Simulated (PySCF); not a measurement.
C2H3, SMILES [CH]=C (connectivity only; charge and spin as stated), charge +1, multiplicity 1. Geometry optimised at B3LYP-D3(BJ)/def2-TZVP. The spin state was assumed, not searched. The isomer is the one that the SMILES or the coordinates give; other isomers of the formula were not compared.

TDA-CAM-B3LYP/def2-TZVPD in PySCF puts the lowest singlet excitations at 3.21, 7.74, 8.61, 10.77, 10.78, 11.27 eV.

Problem. What are the lowest excitation roots from PySCF 2.14.0 with ADC(2)/aug-cc-pVDZ? (Estimate from the structure and the level; the computed values follow.)

Solution. 3.44, 7.53, 8.55, 10.77, 11.22, 11.41 eV. S1 differs by 0.22 eV (second minus first; roots are paired by order, and the bases may differ).
